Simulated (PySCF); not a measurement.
These are M06-2X/def2-TZVP // B3LYP-D3(BJ)/def2-TZVP run with PySCF values and carry that method's errors. Isolated molecules, 0 K electronic values unless said otherwise. 

Reference species (SMILES): `CO` (neutral, multiplicity 1).

- dipole moment = 1.75 D

Changed species: `O` (whole molecule; the reference has whole molecule).

**Question.** What does the change do to the dipole moment?

**Answer.** the dipole moment goes up by 0.35 D, to 2.10 D.
